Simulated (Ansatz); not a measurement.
Correlation energies of H5OPSi, SMILES `OP[SiH3]` by basis set

| atom | x (Å) | y (Å) | z (Å) |
| --- | --- | --- | --- |
| O1 | 0.7465 | -1.0297 | -1.3930 |
| P2 | -0.7273 | -0.6761 | -0.7011 |
| Si3 | -0.0125 | 0.5880 | 1.0308 |
| H4 | 0.7256 | -1.9255 | -1.7378 |
| H5 | -1.0841 | 0.4676 | -1.4760 |
| H6 | -1.2126 | 1.2864 | 1.5669 |
| H7 | 1.0126 | 1.5861 | 0.6273 |
| H8 | 0.5517 | -0.2968 | 2.0829 |

Total charge 0; spin multiplicity 1. The structure was optimised at the PBE0-D4/def2-TZVP level. It is one conformer, not always the lowest. Frozen core, restricted reference, Ansatz. CBS rows extrapolate triple and quadruple zeta; past MP2 they add the triple-zeta difference.

```
     basis     HF (Eh)  MP2 corr.  CCSD corr.       (T)  CCSD(T) total
  def2-SVP  -707.17851   -0.40834    -0.45464  -0.01116     -707.64431
def2-TZVPP  -707.50589   -0.52417    -0.56716  -0.02108     -708.09413
def2-QZVPP  -707.52906   -0.56624           –         –              –
 CBS(def2)  -707.53225   -0.59740    -0.64039     as TZ     -708.19372
```
